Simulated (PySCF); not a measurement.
**State search for Cl₂⁺**

Unrestricted PBE0; PySCF, no relativity, basis sets Cl def2-TZVPPD. Outer shells of the fragments: Cl+ 3s2 3p4; Cl 3s2 3p5.

Followed along the bond (rough minima from three points):

```csv
2Ms+1,unpaired,⟨S²⟩ at the start,R at minimum (Å),Te (eV)
2,π ↑,0.75,1.89,0.00
4,"σ ↑, π ↑↑",3.76,none in the scan,≤ 2.25
```

Solutions found at the starting distance of 2.040 Å, counted from the lowest of them; the search is not exhaustive and high or unbound solutions are not listed, so other states can lie among these:

```tsv
2Ms+1	unpaired	term	E (eV)	⟨S²⟩	⟨Lz²⟩
2	π ↑	²Π	0.00	0.75	1.01
4	σ ↑, π ↑↑	⁴Σ⁻	2.20	3.76	0.00
2	σ ↑, π ↑↓	mixed	2.74	1.76	2.02
2	σ ↓, π ↑↑	mixed	2.77	1.77	0.00
2	σ ↑	mixed	3.70	0.75	2.01
4	σ ↑, π ↑↑	mixed	3.94	3.76	2.02
```

A term symbol is given only where ⟨S²⟩ and ⟨Lz²⟩ are close to those of a pure state; real π, δ and φ orbitals otherwise mix terms, and g/u labels are left off.

Counting both spins, an empty level lies below a filled one in some of these solutions, because spin and occupation are held.
